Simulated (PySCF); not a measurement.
## How methods differ on the electron affinity of Li

Li⁻ [He] 2s2 (1S) → Li [He] 2s1 (2S), as a difference of total energies. Computed with PySCF 2.14 in def2-QZVPPD (6s4p2d1f, 35 functions), with the non-relativistic Hamiltonian (point nucleus). Correlated levels: valence: 1s2 frozen; valence and next inner shell: nothing frozen. The calculations carry no spin-orbit coupling.

```csv
method,electron affinity (eV),error (eV)
UHF,-0.203,-0.821
LDA,0.522,-0.096
PBE,0.448,-0.170
PBE0,0.444,-0.174
r2SCAN,0.389,-0.229
TPSSh,0.531,-0.087
wB97X-V,0.395,-0.223
B97-3,0.451,-0.167
BHandHLYP,0.373,-0.245
MP2 (valence),0.276,-0.342
SCS-MP2 (valence),0.371,-0.247
MP2 (valence and next inner shell),0.280,-0.338
SCS-MP2 (valence and next inner shell),0.375,-0.243
```

Reference: 0.618 eV (measured; photodetachment measurements, as compiled on the Wikipedia data page of electron affinities).

Errors of the correlated levels include the incompleteness of this basis and the frozen core.

A negative affinity means that the anion lies above the atom at that level of theory.

In the anion the highest occupied orbital energy is positive at LDA, PBE, PBE0, r2SCAN, TPSSh, B97-3, BHandHLYP, a self-interaction effect; the basis confines that electron, and the energy difference can still be sensible.
